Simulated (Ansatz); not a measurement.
[B(OMe)H3]- (CH₆BO⁻): single points at one geometry.

```yaml
crystal:
  periodic: [false, false, false]
  atoms:
    - {symbol: B, position_ang: [-0.390613, 0.623755, -0.962958]}
    - {symbol: O, position_ang: [-0.360740, 0.566596, 0.542862]}
    - {symbol: C, position_ang: [0.330132, -0.528626, 1.033543]}
    - {symbol: H, position_ang: [-0.109400, -1.500776, 0.695676]}
    - {symbol: H, position_ang: [0.319685, -0.521216, 2.144140]}
    - {symbol: H, position_ang: [1.399343, -0.545533, 0.703494]}
    - {symbol: H, position_ang: [0.778030, 0.678872, -1.423794]}
    - {symbol: H, position_ang: [-1.026419, 1.632898, -1.302089]}
    - {symbol: H, position_ang: [-0.940039, -0.405971, -1.430874]}
basis:
  gaussian: {orbitals: def2-TZVPD, initial_orbitals: start.molden}
total_charge: -1
hamiltonian: {xc: pbe}
correlation: {method: rpa}
scf: {omitted_lower_state_checks: [starts]}
```

The file start.molden holds the orbitals of an earlier run on this structure, at another level or in another basis.

```sh
$ ansatz run in.yaml --threads 4 --pin off --events-out ev --progress --plain --max-ram 3916MiB
```

It prints (some lines left out):

```
Functional definition: PBE
1175 factors; integrals over basis functions are off by at most 1.4e-3 eV
mean field evaluation 1: about -3855.4418 eV, gradient 7.4e0 eV
mean field evaluation 2: about -3855.5161 eV, gradient 8.8e-2 eV
mean field evaluation 4: about -3855.5152 eV, gradient 9.4e-5 eV
mean field -3855.51519799 eV, -141.6875701639 hartree, gradient 2.8e-6 eV, S^2 0.000000; 0 other end points of the search recorded, 0 dependent functions left out
3 core orbitals not correlated: weight in the atoms' cores, before any rotation towards them, 1.000 or more for the frozen orbitals, at most 0.000 for the correlated occupied ones
reference -3834.76716791 eV, -140.9250941221 hartree; 10, 10 occupied and 155, 155 virtual orbitals, 1175 factors
Total energy: -3860.20016171 eV, -141.8597394050 hartree
Checks for a lower state left out: starts
```

Hardware: 4 threads of AMD EPYC 7571 on a shared host. Wall time 4.7 s.

Geometry: PBE-D4/def2-TZVPD.

Correlated methods freeze 3 core orbitals.
